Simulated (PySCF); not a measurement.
Saddle point of CH8Si, singlet (CH₆Si ([CH3][SiH3]) + H₂ → SiH₄ + CH₄; bonds formed: Si1–H7, C2–H6; bonds broken: Si1–C2, H6–H7), PBE0-D4/def2-TZVP structure:

Si1  (-0.722, -0.327, 0.636)
C2  (0.753, 0.166, -0.880)
H3  (-1.048, -1.468, -0.312)
H4  (-1.996, 0.440, 0.651)
H5  (-0.278, -1.054, 1.855)
H6  (0.453, 0.762, 0.303)
H7  (0.014, 1.062, 1.311)
H8  (1.268, -0.794, -0.884)
H9  (0.057, 0.245, -1.714)
H10  (1.499, 0.968, -0.967)
(Å)

Energies are electronic, without zero-point energy. Barriers and step energies count from the start structure reached by relaxing down the imaginary mode; all methods use the PBE0-D4 structures, on which another method's saddle can fall below an end. Computed with PySCF 2.14 with density fitting (its default auxiliary sets; JK sets also for MP2 and CCSD(T)) (basis: def2-TZVPP, with def2-QZVPP for the basis limit); correlated methods freeze the cores. B3LYP uses VWN-RPA correlation. Extrapolation: Hartree–Fock as exp(−7.88 √X), correlation as X^−2.97.

| method | barrier (kJ/mol) | step energy (kJ/mol) |
| --- | --- | --- |
| SPW92 | ? | -25.1 |
| PBE-D4 | 270.2 | -26.0 |
| r2SCAN-D4 | ? | -26.9 |
| PBE0-D4 | 284.8 | -28.6 |
| B3LYP-D4 | ? | -31.9 |
| BHLYP-D4 | 320.6 | -35.4 |
| wB97M-V | 304.4 | -28.3 |
| HF | 368.6 | -47.8 |
| MP2 | 312.3 | -26.2 |
| CCSD | 319.6 | -34.6 |
| CCSD(T) | 311.9 | -31.5 |

Task: Fill in the withheld barriers. (An estimate is asked for; the value comes from the calculation.)

Result: By the calculation: r2SCAN-D4 284.4; SPW92 237.1; B3LYP-D4 302.9 kJ/mol. Each is the energy of the saddle less that of the start structure, by the same method.

For comparison, the barrier by CCSD(T) at an estimated basis limit (MP2 extrapolated from triple and quadruple zeta, plus CCSD(T) − MP2 in triple zeta) is 309.0 kJ/mol.

No T1 diagnostic of these runs exceeds 0.011. The end structure is not quite a true minimum (one mode of 37i cm⁻¹).

Labels in which every atom is bracketed show which atoms are joined, not bond orders.

For scale, one of the runs: CCSD(T)/def2-TZVPP, 185 basis functions, launched by `OMP_NUM_THREADS=4 python run.py`. The run took 2.7 min on 4 CPU threads of an Arm Neoverse V1 (shared host), with 1.5 GiB of host memory at its peak.
